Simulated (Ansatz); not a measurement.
# AlBH3 (quartet): from Hartree-Fock to the top rungs, cc-pVTZ

One table from this session's results is given with a row withheld; the runs are named, their logs left out.

Program: Ansatz 0.2.0, Gaussian basis. Level of theory: cc-pVTZ, core rule «outside noble gas», up to 6 orbitals frozen. These are calculated values, not measurements.

Plan: UHF; CCSD(T) on ROHF; CCSD(T) on UHF; BCCD(T) on ROHF; CCSDT(Q) on ROHF; CCSDT(Q) on UHF.

7 further runs of the same task are left out: 3 for a known fault of the program, 4 set aside as unsound or not needed. Runs told in other sessions of the task aren't counted.

### What is computed

The geometry is a PBE0/def2-TZVP stationary point (not a proven minimum) of the parent state, kept for this charge and spin.

5 atoms, charge 0, spin multiplicity 4.

Atoms are counted from 1 here; the program's logs count them from 0.

Bond lengths: B1–Al2 2.037 Å, B1–H3 1.188 Å, Al2–H4 1.587 Å, Al2–H5 1.587 Å. Angles: Al2–B1–H3 180.0°, B1–Al2–H4 118.5°, B1–Al2–H5 118.5°, H4–Al2–H5 123.1°.

The first run:

File in.yaml:

```yaml
crystal:
  periodic: [false, false, false]
  atoms:
    - {symbol: B, position_ang: [0.000000, 0.000000, 1.454926]}
    - {symbol: Al, position_ang: [0.000000, 0.000000, -0.581725]}
    - {symbol: H, position_ang: [0.000000, 0.000000, 2.643356]}
    - {symbol: H, position_ang: [0.000000, 1.395223, -1.338228]}
    - {symbol: H, position_ang: [0.000000, -1.395223, -1.338228]}
basis:
  gaussian: {orbitals: cc-pVTZ}
magnetization: {spin_polarized: true, initial_magnetization: 3}
hamiltonian: {xc: hf}
output: {orbitals: {seedname: orbitals}}
```

Started as:

```
> ansatz run in.yaml --threads 1 --pin off --events-out ev --progress --plain --max-ram 2560MiB --backend cpu
```

Among the steps run: UHF; CCSD(T) on ROHF; CCSD(T) on UHF; BCCD(T) on ROHF; CCSDT(Q) on ROHF; CCSDT(Q) on UHF.

One of the session's tables, all rows but one given; the rest of the session is left out.

```
   method  from UCCSDT(Q) (kJ/mol)
     ROHF                        ?
      UHF                   +468.9
     RMP2                   +110.5
     UMP2                   +110.2
    RCCSD                    +18.2
    UCCSD                    +18.2
 RCCSD(T)                     +4.6
 UCCSD(T)                     +4.5
  BCCD(T)                     +4.5
   RCCSDT                     +0.6
   UCCSDT                     +0.5
RCCSDT(Q)                     +0.2
UCCSDT(Q)                        0
```

Estimate the missing values for ROHF.

**Answer.** from UCCSDT(Q) (kJ/mol): +474.7. In the column «from UCCSDT(Q) (kJ/mol)» it is the highest.

Limits of these values: Restricted and unrestricted rows rest on different reference determinants; a gap between their highest levels can come from leftover correlation error, from unlike frozen cores or from another state.
